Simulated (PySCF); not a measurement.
**One molecule, a ladder of functionals, a line**

Molecule: SMILES FC[C@@H]1CO1, C$_{3}$H$_{5}$FO.

Geometry:
| atom | x (Å) | y (Å) | z (Å) |
| --- | --- | --- | --- |
| F1 | 1.706 | 0.041 | 1.076 |
| C2 | 1.202 | 0.035 | -0.197 |
| C3 | -0.216 | 0.526 | -0.189 |
| C4 | -1.337 | -0.403 | -0.053 |
| O5 | -0.991 | 0.152 | -1.304 |
| H6 | 1.234 | -0.989 | -0.606 |
| H7 | 1.831 | 0.682 | -0.832 |
| H8 | -0.351 | 1.561 | 0.154 |
| H9 | -1.135 | -1.476 | 0.067 |
| H10 | -2.279 | -0.051 | 0.383 |

GIAO shieldings (ppm, equivalent atoms averaged) in PySCF on the PBE0-D3(BJ)/def2-SVP geometry, basis pcSseg-2, gas phase, non-relativistic:

| functional | exact exchange (%) | σ(F1) | σ(C2) | σ(C3) | σ(C4) |
| --- | --- | --- | --- | --- | --- |
| BLYP | 0 | 414.7 | 81.1 | 122.5 | 124.4 |
| BP86 | 0 | 418.7 | 86.6 | 127.2 | 128.8 |
| PBE | 0 | 417.7 | 86.4 | 127.5 | 129.0 |
| B3LYP | 20 | 425.5 | 88.3 | 128.6 | 130.2 |
| PBE0 | 25 | 430.0 | 94.8 | 134.5 | 135.7 |
| mPW1PW91 | 25 | 429.9 | 94.3 | 133.8 | 135.0 |
| HF | 100 | 454.2 | 111.6 | 148.8 | 149.2 |

Question: Fit each shielding as a line in the percentage of exact exchange.

Answer: σ(F1) = 418.2 + 0.37 x (rms 1.9 ppm); σ(C2) = 85.3 + 0.27 x (rms 2.4 ppm); σ(C3) = 126.2 + 0.23 x (rms 2.1 ppm); σ(C4) = 127.9 + 0.22 x (rms 2.0 ppm). The functionals also differ in their semilocal parts, which the line can't hold; Hartree–Fock has no correlation at all.

Question: What does the line predict for BHandHLYP (50 %), and what does the run give?

Answer: σ(F1): 436.7 predicted, 438.1 computed; σ(C2): 98.8 predicted, 97.4 computed; σ(C3): 137.7 predicted, 136.6 computed; σ(C4): 138.9 predicted, 137.7 computed ppm.
